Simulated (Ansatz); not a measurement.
Worked example: NO⁺, triplet against NO⁺, singlet

Geometry (PBE0/def2-TZVP stationary point of a singlet), kept for both states (NO⁺, singlet: Σ⁺; NO⁺, triplet: Π):

```xyz
2

N     0.0000    0.0000    0.0000
O     0.0000    0.0000    1.0537
```

Basis 6-31G; Ansatz 0.2.0. Only valence electrons are correlated (noble-gas cores frozen). R marks a restricted (for open shells ROHF) determinant, U an unrestricted one.

Full CI is exact within this basis and frozen core; it isn't the basis-set limit. The frozen core follows each run's orbitals, which can shift R against U totals by a few meV.

Unrestricted rows (U, and Kohn–Sham where it breaks symmetry) aren't spin-pure: their determinants' ⟨S²⟩ exceeds S(S+1) by up to 0.26, so they mix in states of higher spin.

```
   level  E(NO⁺, singlet) (hartree)  E(NO⁺, triplet) (hartree)
     UHF                -128.801227                -128.577846
    UMP2                -129.066505                -128.742013
UCCSD(T)                -129.056967                -128.778182
     PBE                -129.331004                -129.062392
 wB97M-V                -129.428231                -129.148143
 full CI                -129.059053                -128.780443
```

Question: Give the vertical gap, NO⁺ triplet less NO⁺ singlet, at each level in eV (1 hartree = 27.2114 eV), and each error against full CI.

Answer: full CI: (-128.780443 − (-129.059053)) × 27.2114 = 7.581 eV (the reference)
wB97M-V: (-129.148143 − (-129.428231)) × 27.2114 = 7.622 eV, error 0.041 eV
PBE: (-129.062392 − (-129.331004)) × 27.2114 = 7.309 eV, error -0.272 eV
UCCSD(T): (-128.778182 − (-129.056967)) × 27.2114 = 7.586 eV, error 0.005 eV
UMP2: (-128.742013 − (-129.066505)) × 27.2114 = 8.830 eV, error 1.249 eV
UHF: (-128.577846 − (-128.801227)) × 27.2114 = 6.079 eV, error -1.502 eV

Total energies of functionals can't be set beside those of wave-function methods, since they hold the core's correlation and their own absolute errors; only the differences compare.

The set has no polarisation functions, so the order and spacing of states can differ from the basis-set limit.

In so small a basis the reference is far from its limit while semilocal and hybrid functionals are nearer theirs, so the functionals' errors here hold much of the reference's basis and frozen-core error, which can add to them or hide them.

Each level lands on the state that its own search finds. T1 diagnostics of restricted CCSD: 0.018 and 0.038.
